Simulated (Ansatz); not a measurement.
Geometry optimisation, RKS BHLYP/def2-SVPD (Ansatz).

Input:

```yaml
crystal:
  periodic: [false, false, false]
  atoms:
    - { symbol: "N", position_ang: [-0.9283, 0.0315, -0.6639] }
    - { symbol: Al, position_ang: [0.4278, -0.134, 0.598] }
    - { symbol: Cl, position_ang: [0.93721, 1.62755, 1.79901] }
    - { symbol: H, position_ang: [-1.1971, 1.0885, -0.644] }
    - { symbol: H, position_ang: [-0.555, -0.0927, -1.6359] }
    - { symbol: H, position_ang: [1.191, -1.53709, 0.81683] }
basis:
  gaussian: { orbitals: def2-SVPD }
hamiltonian:
  xc: { name: BHLYP }
relax:
  f_tol: 0.015
  max_steps: 40
```

Command:

```bash
$ ansatz run input.yaml --threads 2 --pin off --max-ram 3072MiB --backend cpu --events-out ev --progress --plain --runs-dir out
```

**Question.** Where does it end, and by what steps?

**Answer.** The run converged. After 6 steps the energy has fallen by 0.615 eV; H5 moved furthest, 0.49 Å.

```tsv
step	energy less start (eV)	largest force component (eV/Å)	accepted
0	0.0000	2.996	yes
1	-0.2973	1.704	yes
2	-0.4185	1.942	yes
3	-0.6013	0.264	yes
4	-0.5605	0.665	no
5	-0.6146	0.019	yes
6	-0.6146	0.008	yes
```

```xyz
6
Properties=species:S:1:pos:R:3
N -0.645 0.265 -0.724
Al 0.493 -0.067 0.579
Cl 0.830 1.475 1.986
H -1.135 1.133 -0.852
H -0.898 -0.392 -1.441
H 1.231 -1.431 0.722
```

Time of the run: 11 s on 2 threads of AMD EPYC 9R14 (Zen 4) (shared host), peak memory 0.2 GiB.
